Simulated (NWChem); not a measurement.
# fluoromethane (CH₃F); SMILES CF

```xyz
5

C      0.0000     0.0000    -0.6018
F      0.0000     0.0000     0.7616
H      0.7326     0.7326    -0.9796
H      0.2681    -1.0007    -0.9796
H     -1.0007     0.2681    -0.9796
```
Atoms are numbered in this order, from 1.

All runs: NWChem. Geometry: optimised at PBE0/def2-SVP. Level: PBE0/def2-SVP with SMD (1 M gas to 1 M solution), gas-phase geometry.

Task: What does the run give for solvent water? Quantities: solvation free energy (kcal/mol); cavity-dispersion-structure term (kcal/mol); dipole in solution (D).

Result: solvation free energy (kcal/mol): 0.2
cavity-dispersion-structure term (kcal/mol): 3.0
dipole in solution (D): 2.06
